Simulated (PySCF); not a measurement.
Working with the constants of LiS

UHF-CCSD(T) constants of LiS, ²Π (doublet), unpaired electrons π ↑ (Li aug-cc-pVDZ, S aug-cc-pV(D+d)Z; no relativity (PySCF 2.14); masses 7.0160 and 31.9721 u):

- ωe: 545.6 cm⁻¹
- ωexe: 3.68 cm⁻¹
- Be: 0.619 cm⁻¹
- αe: 0.00849 cm⁻¹
- De to Li + S: 2.89 eV

What force constant and bond length do these constants imply?

Reduced mass μred = 5.7535 u; k = 5.8918×10⁻⁷·μred·ωe² (u, cm⁻¹, mdyn/Å) = 1.01 mdyn/Å; Re = √(16.8576/(μred·Be)) (u, cm⁻¹, Å) = 2.176 Å.

Estimate the centrifugal constant D from the Kratzer relation and find the Dunham coefficient a1.

D = 4Be³/ωe² = 3.19e-06 cm⁻¹; a1 = −1 − αeωe/(6Be²) = -3.01.

Correlated steps freeze 5 core orbitals. Correlated levels converge slowly with the basis: in double zeta they bind strong bonds too weakly, by up to about 1 eV, and carry superposition errors of some tenths. The state is the lowest determinant that a PBE0 search found; another state may lie lower at other levels.
